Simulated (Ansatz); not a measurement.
Species: thiophene, C4H4S, net charge 0, singlet state. SMILES: c1ccsc1
Geometry: optimised at B3LYP-D3(BJ)/def2-TZVP (Ansatz, a program for electronic structure).

Property: atomisation energy (electronic, to ground-state atoms), in eV. Correlated levels leave the core frozen unless marked. Open shells are spin-unrestricted. No spin-orbit coupling. Non-relativistic. The coupled-cluster limit lacks core correlation, which all-electron functionals hold. CBS(X,Y): correlation extrapolated as X^-3; Hartree-Fock from the larger set. The bracket is a focal-point correction in the basis named.

The Hartree-Fock reference is unstable (checked in the largest basis), which strains HF and MP2. 

```json
[
 {"level": "PBE0/def2-TZVPD", "program": "Ansatz", "atomisation energy (eV)": "___"},
 {"level": "r2SCANh/def2-TZVPD", "program": "Ansatz", "atomisation energy (eV)": "___"},
 {"level": "LC-wPBE/def2-TZVPD", "program": "Ansatz", "atomisation energy (eV)": "41.76"},
 {"level": "CCSD/6-31G", "program": "Ansatz", "atomisation energy (eV)": "34.84"},
 {"level": "CCSD/cc-pV(D+d)Z", "program": "Ansatz", "atomisation energy (eV)": "___"},
 {"level": "RI-MP2/CBS(cc-pV(T+d)Z,cc-pV(Q+d)Z)+[CCSD(T)-MP2]/cc-pV(T+d)Z", "program": "Ansatz", "atomisation energy (eV)": "41.68"}
]
```

Problem. Complete the blanks.

Solution. 
- PBE0/def2-TZVPD, atomisation energy (eV): 42.31
- r2SCANh/def2-TZVPD, atomisation energy (eV): 41.79
- CCSD/cc-pV(D+d)Z, atomisation energy (eV): 37.72
